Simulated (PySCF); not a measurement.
**Functional benchmark on one molecule**

Molecule: SMILES FC(CCC)F, C4H8F2.

Geometry (Å), atoms numbered from 1 in this order:
```xyz
14

C     1.890    0.388   -0.226
C     0.457    0.630    0.218
C    -0.407   -0.619    0.138
C    -1.845   -0.374    0.510
F    -2.404    0.522   -0.341
F    -2.555   -1.522    0.415
H     2.491    1.307   -0.164
H     2.382   -0.375    0.398
H     1.929    0.034   -1.269
H    -0.001    1.418   -0.403
H     0.449    1.015    1.253
H    -0.019   -1.408    0.802
H    -0.404   -1.032   -0.885
H    -1.967    0.019    1.536
```

Geometry PBE0-D3(BJ)/def2-SVP throughout; GIAO in PySCF 2.14, gas phase, one conformer, non-relativistic; equivalent atoms averaged; basis pcSseg-1.

Reference values (measured; G. Saielli, R. Bini, A. Bagno, Computational 19F NMR. 2. Organic compounds, RSC Adv. 2014, ESI (exp. from Berger-Braun-Kalinowski 1994 and Everett 1995)): δ(F5/F6) = -116.8 ppm vs CFCl3. Computed shifts are taken against CFCl3, calculated as an isolated molecule at each level.

Task: How do the functionals HF, LDA, PBE, BLYP, BP86, OPBE, KT2, KT3, B97-D, B3LYP, PBE0, mPW1PW91, WP04, B97-2, BHandHLYP, CAM-B3LYP, wB97X-D, LC-wPBE perform against the reference? Times are CPU seconds on shared hosts with different chips, so compare them loosely; the GGAs took longer than the global hybrids here, which isn't the general rule, and the cause wasn't traced.

Result: 
```tsv
functional	kind	F5/F6	abs. error F	core-s
HF	Hartree–Fock	-102.6	14.2	5.1
LDA	LDA	-149.6	32.8	14
PBE	GGA	-146.0	29.2	18
BLYP	GGA	-143.7	26.9	18
BP86	GGA	-147.9	31.1	17
OPBE	GGA	-142.9	26.1	18
KT2	GGA	-151.9	35.1	19
KT3	GGA	-144.8	28.0	18
B97-D	GGA	-142.7	25.9	19
B3LYP	global hybrid	-132.8	16.0	15
PBE0	global hybrid	-132.4	15.6	12
mPW1PW91	global hybrid	-132.5	15.7	14
WP04	global hybrid	-132.7	15.9	14
B97-2	global hybrid	-132.4	15.6	15
BHandHLYP	global hybrid	-119.1	2.3	14
CAM-B3LYP	range-separated hybrid	-122.3	5.5	17
wB97X-D	range-separated hybrid	-126.9	10.1	18
LC-wPBE	range-separated hybrid	-113.5	3.3	25
```

For 19F the closest is BHandHLYP (2.3 ppm) and the furthest KT2 (35.1 ppm). One molecule is a small sample, and vibrational and solvent effects are absent from the calculation.
